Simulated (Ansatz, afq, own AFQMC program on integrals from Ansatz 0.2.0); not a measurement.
## GeH2O, triplet: AFQMC among the cluster methods

```xyz
4

O    -0.1255   -0.6659    0.5201
Ge    0.5070    0.5635   -0.6183
H     0.5499   -1.3231    0.7271
H    -0.8759    1.3652   -0.6492
```

Connectivity, by distances: OH–GeH.

Basis def2-TZVP. Only valence electrons are correlated. Ansatz 0.2.0 and our own AFQMC program on the same integrals; the CISD trial comes from CCSD amplitudes, and released means the phaseless constraint is let go. Uncertainties: one standard error, sampling alone. No spin–orbit coupling.

Determinant: UHF, the one that the program's search chose, which needn't be the lowest solution. The geometry is a PBE0/def2-SVP stationary point of this or a neighbouring charge and spin state.

No full CI on the walks' own integrals is used here; CCSDT(Q) serves as the reference and is uncertain by about the last step of the cluster series.

Cautions: no relativity below Rb; no spin-orbit coupling; inner d shell frozen; another spin lies lower (by 2.11 eV).

The T1 diagnostic is 0.0210. The weight of the determinant in the CISD state is 0.885 and the ⟨S²⟩ of the determinant is 2.012. The size of the correlated space is 12 electrons in 76 orbitals.

```json
{"level": "MP2", "correlation energy (eV)": "-8.7269"}
{"level": "CCSD", "correlation energy (eV)": "-9.1446"}
{"level": "CCSD(T)", "correlation energy (eV)": "-9.4802"}
```

Task: Estimate where phaseless AFQMC with a CISD trial lies against CCSD(T) on the same integrals.

Result: 13.5 ± 5.1 meV below CCSD(T).

Reference: CCSDT(Q), correlation energy -9.518 eV. The released energy is read at 2.40 1/Eh (meV from the phaseless value at times in 1/Eh: -13 ± 5 at 0.24, -22 ± 4 at 0.51, -26 ± 5 at 0.99, -19 ± 5 at 1.62, -28 ± 7 at 2.40).

```json
{"level": "CCSD(T)", "E − E(reference) (meV)": "38.1", "share of correlation (%)": "99.60"}
{"level": "CCSDT", "E − E(reference) (meV)": "20.2", "share of correlation (%)": "99.79"}
{"level": "ph-AFQMC/CISD", "E − E(reference) (meV)": "24.6 ± 5.1", "share of correlation (%)": "99.74"}
{"level": "released AFQMC", "E − E(reference) (meV)": "-3.7 ± 6.5", "share of correlation (%)": "100.04"}
```

Released energies are given only where the last usable release times agree within the noise; a slower fall can still hide under it.
